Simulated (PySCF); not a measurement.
## Identify the compound

An unknown has the formula C$_{2}$H$_{2}$FN$_{3}$. Its calculated NMR data are:

$^{1}$H NMR (500 MHz, computed): δ 10.37 (br s, 1H), 7.05 (d, J = 7.8 Hz, 1H).

$^{13}$C{$^{1}$H} NMR (computed): δ 157.9 (C, d, J = 351.4 Hz), 108.7 (CH, d, J = 7.5 Hz).

- PBE0-D3(BJ)/def2-SVP geometry
- J couplings at B3LYP/pcJ-1
- NMR shieldings at KT2/pcSseg-2/GIAO
- code: PySCF 2.14.0 with density-fitted response routines
- one computed conformer, isolated molecule, non-relativistic

References, each an isolated molecule treated in the same way: $^{1}$H, $^{13}$C vs TMS.

Propose a structure and justify it.

## Answers


1. The formula gives 3 degrees of unsaturation (1 ring in the answer).
2. 2 carbon signals for 2 carbons: no two carbons are equivalent.
3. Carbon types of the structure: 1 × C, 1 × CH, leaving 1 H on heteroatoms.
4. δC 157.9: aromatic carbon bearing fluorine; an ipso carbon deshielded by its heteroatom.
5. δC 108.7: aromatic CH next to a ring nitrogen.
6. δH 10.37: hydrogen on a pyrrole-type ring nitrogen; exchangeable, gas-phase position.
7. δH 7.05: hydrogen on an aromatic CH next to a ring nitrogen; it sits in the deshielding region of the aromatic ring current.

Structure: `Fc1cnn[nH]1`.

This is the structure that produced the data.

Exchangeable OH/NH protons stand at their gas-phase positions; hydrogen bonding in a real sample shifts them, mostly to higher δ. Common functionals overestimate the size of one-bond C–F couplings by tens of Hz; these are unscaled. Multiplet labels drop couplings under 1 Hz and merge nearly equal ones. Shifts are as computed. Against solution values, carbons near 30 ppm lie about +3 ppm off and those near 130 ppm about -1 ppm. Of 1211 compounds with measured shifts, 218 miss one by over three times the rms of a fit or turn the order of signals round; such compounds aren't used in these exercises.
